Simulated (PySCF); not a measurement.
Compound: hydrogen boron sulfide, BHS.
Numbering: `[BH:1]=[S:2]` (hydrogens: H3 on B1)

Geometry (PBE0-D3(BJ)/def2-TZVP, Å), atoms numbered from 1 in this order:
```
atom  x, y, z in Å
B1    -0.1914    0.0097   -0.0372
S2     1.3934   -0.1861   -0.0928
H3    -1.3567    0.1537    0.0037
```

Computed at PBE0/pcSseg-2 (PySCF, non-relativistic), with Q(11B) = 0.04059 b, Q(33S) = −0.0678 b: B1, 11B (I = 3/2): χzz = -4.272 MHz, η = 0.000; S2, 33S (I = 3/2): χzz = 5.533 MHz, η = 0.000.

Q: Where would the pure quadrupole (NQR) lines of 11B at B1 fall for the rigid, isolated species?

A: From ν = (|χ|/2)√(1 + η²/3): ν = 2.136 MHz (boron bonded to S and H).

Q: Where would the pure quadrupole (NQR) lines of 33S at S2 fall for the rigid, isolated species?

A: From ν = (|χ|/2)√(1 + η²/3): ν = 2.766 MHz (sulfur bonded to B).

In a crystal, neighbours and librations shift these lines. Geometry: PBE0-D3(BJ)/def2-TZVP; no solvent, vibrations or thermal averaging.
